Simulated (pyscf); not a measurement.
germane (GeH₄) + hydrogen fluoride (HF) + hydrogen fluoride (HF) → F–GeH₃ + hydrogen (H₂) + hydrogen fluoride (HF), a multi-bond step (singlet surface; Ge–H, F–H, F–H broken, F–Ge, H–H, F–H formed). Single points on ωB97X-D3(BJ)/def2-SVP structures (PySCF, gas phase). Energies in kJ/mol from the separated reactants.

Small-basis levels: PySCF, no dispersion term, spherical d functions. AM1 to PM7: differences of heats of formation from MOPAC, which are fitted to 298 K values and so differ in kind from electronic energies by zero-point and thermal terms. GFN2-xTB: tblite. Cost: rough CPU time at the saddle relative to B3LYP/6-31G*+LANL2DZ, from one job on a shared machine.

```
level                    barrier  reaction energy        cost
-----------------------  -------  ---------------  ----------
HF/3-21G                     [?]           -115.9        0.10
HF/6-31G*+LANL2DZ          205.4            -56.5         0.1
MP2/6-31G*+LANL2DZ           [?]            -91.6         0.1
PBE/6-31G*+LANL2DZ          36.3            -63.5           2
B3LYP/STO-3G                 1.8            -64.2         0.9
B3LYP/3-21G                -63.0           -144.1           1
B3LYP/LANL2DZ               76.9            -53.6         0.9
B3LYP/6-311+G**+LANL2DZ    134.3            -17.8           2
PBE/def2-SVP                33.3            -44.9           2
GFN2-xTB                    65.4            -93.0  under 0.02
AM1                        391.7            -44.5  under 0.02
PM3                        324.2            -94.5  under 0.02
ωB97M-D3(BJ)/def2-TZVP       [?]            -36.3           –
```

Fill in the missing entries.


- HF/3-21G, barrier: 88.7
- MP2/6-31G*+LANL2DZ, barrier: 113.5
- ωB97M-D3(BJ)/def2-TZVP, barrier: 120.8

Against the last row the barrier runs from -183.8 (B3LYP/3-21G) to +270.9 kJ/mol (AM1). At B3LYP/3-21G this geometry lies under one side, so the entry may be no barrier of that level: it is a single point on another level's saddle. ωB97M-D3(BJ)/def2-TZVP has limits of its own. On the reactant side the descent ends in a bound adduct, 35.8 kJ/mol under the separated species and 154.5 kJ/mol under the saddle at ωB97X-D3(BJ)/def2-TZVP. On the product side the descent ends in a bound adduct (not fully relaxed), 34.1 kJ/mol under the separated species and 193.4 kJ/mol under the saddle at ωB97X-D3(BJ)/def2-TZVP. One saddle was located; it need not be the lowest between these sides. In the def2 sets elements up to Kr have no core potential.
